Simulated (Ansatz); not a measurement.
# Structure relaxation of Sc3H2

All numbers below come from Ansatz, DFT PBE, scalar-relativistic, plane waves, PAW. Cutoff 420 eV, Γ-centred k mesh, Gaussian smearing, no spin polarisation in the final step.

The start puts Sc3H2 on the corundum structure type (R-3c, No. 167), with H in place of Al, Sc in place of O, at a guessed volume.

```
CELL_PARAMETERS angstrom
2.82834 1.63294 5.14800
-2.82834 1.63294 5.14800
0.00000 -3.26588 5.14800
ATOMIC_POSITIONS crystal
Sc 0.05625 0.44375 0.75000
Sc 0.75000 0.05625 0.44375
Sc 0.44375 0.75000 0.05625
Sc 0.94375 0.55625 0.25000
Sc 0.25000 0.94375 0.55625
Sc 0.55625 0.25000 0.94375
H 0.85218 0.85218 0.85218
H 0.64782 0.64782 0.64782
H 0.14782 0.14782 0.14782
H 0.35218 0.35218 0.35218
```

Cell and atoms relax at zero pressure; the relaxation can't lower the symmetry of the start. After a coarse first stage the cell is made exact in the group found at 0.06 Å.

The zero of energy is the elements' standard structures at the same level (H₂ as a molecule); no fitted shifts are applied.

(1) Describe the relaxed structure.

(2) What are its volume, energy, density and gap?

Results:

(1) It keeps R-3c (No. 167). The result has the corundum structure. Conventional cell: a = 5.772 Å, c = 15.201 Å. Around Sc lie 4 H at 2.30–2.31 Å; H has 6 Sc at 2.30–2.31 Å and 1 H at 2.53 Å.

```cif
data_structure
_symmetry_space_group_name_H-M 'R-3c:H'
_symmetry_Int_Tables_number 167
_cell_length_a 5.7717
_cell_length_b 5.7717
_cell_length_c 15.2007
_cell_angle_alpha 90.000
_cell_angle_beta 90.000
_cell_angle_gamma 120.000
_cell_volume 438.53
loop_
_atom_site_label
_atom_site_type_symbol
_atom_site_symmetry_multiplicity
_atom_site_Wyckoff_symbol
_atom_site_fract_x
_atom_site_fract_y
_atom_site_fract_z
_atom_site_occupancy
Sc1 Sc 18 e 0.33288 0.00000 0.25000 1
H1 H 12 c 0.00000 0.00000 0.33311 1
```

(2) The volume per atom is 14.62 Å³ and the density is 3.11 g/cm³. The energy over the elements is -0.32 eV/atom and the gap on the 12×12×12 mesh is 0 eV (a metal).

The final run used a 12×12×12 mesh on its 10-atom cell and 0.10 eV smearing. The k mesh leaves about 4 meV/atom of noise in metals. Symmetry constrained the relaxation, so the result can be a saddle point.

Cost: 3 runs of about 4.3 core-minutes in all, on Intel Xeon 6975P-C (Granite Rapids) (shared hosts).